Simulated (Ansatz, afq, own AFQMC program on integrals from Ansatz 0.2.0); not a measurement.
Atomization energy of C2H5N, singlet

```xyz
8

C    -0.7147    0.7527   -0.7923
N     0.4425    0.3112   -0.5547
C     0.6268   -0.5647    0.5666
H    -1.6048    0.5005   -0.1781
H    -0.8762    1.4255   -1.6474
H    -0.2991   -0.7744    1.1405
H     1.0500   -1.5204    0.2165
H     1.3756   -0.1304    1.2489
```

Atoms in their ground-state spins without spin–orbit coupling (mostly on UHF) minus the molecule (RHF), without zero-point energy. The geometry is a stationary point, not shown to be a minimum.

Basis def2-TZVP. Noble-gas cores (and the filled d shells of Ga–Kr and In–Xe) are frozen. Integrals, coupled cluster, full CI and functionals: Ansatz 0.2.0; the random walks run on the same integrals in our own AFQMC program. The CISD trial takes its coefficients from CCSD amplitudes. Released means that phaseless walkers are propagated on without the constraint, phases kept. ± is one standard error of the sampling. The errors of all members are added in quadrature.

No full CI on the walks' own integrals is used here. The released AFQMC energy serves as the reference, which it does only where one determinant dominates, the energy is flat over the last release times and near the phaseless one (40 meV or 2 meV an electron, half that with transition metals). On small molecules, where full CI could be run and the noise was under 10 meV, such values lay within 10 meV of it in 19 cases of 20, a flattering rate, since the rule was set on those same cases; what remains of the bias isn't in the error bar. Each member takes its own surest rung, up to full CI.

The best estimate is CCSD(T) at the basis-set limit (CBS: def2-TZVPP and def2-QZVPP, with their diffuse functions for anions and beside diffuse sets, CCSD(T) itself extrapolated) plus the step from CCSD(T) to AFQMC with the constraint released in def2-TZVP. Rows without CBS are in def2-TZVP; B2PLYP and the wave-function rows carry a basis error of their own. Core correlation and relativity beyond core potentials are missing, and ± holds the sampling alone.

Cautions: C₂H₅N (singlet): the released value is read at 1.50 1/Eh with a noise of 11 meV, more than in the cases checked (meV from the phaseless value at times in 1/Eh: -3 ± 6 at 0.24, -6 ± 9 at 0.51, -2 ± 9 at 0.99, 14 ± 11 at 1.50); other spins of the molecule weren't checked.

Estimate: order these levels by their error in the atomization energy against the best estimate, smallest first.
A. HF/CBS
B. MP2/CBS
C. PBE
D. wB97M-V

D (0.138 eV), B (0.360 eV), C (0.852 eV), A (8.988 eV).

Best estimate: 31.563 ± 0.011 eV.

Best estimates are given only where the step beyond CCSD(T) is under 0.3 eV and no member's determinant is very poor (T1 over 0.05, or 0.07 for open shells, ⟨S²⟩ too high by 0.3, two states mixed), so the hardest cases are missing from such tables.

The functionals ran in a triple-zeta set and keep a basis error of their own, a few kJ/mol for each bond in atomization energies and more for double hybrids, so close places among them and the extrapolated levels can swap.

Each member of a difference takes its own highest rung, so a best estimate needn't equal the limit plus the step of one row. Released energies are given only where the last usable release times agree within the noise; a slower fall can still hide under it.
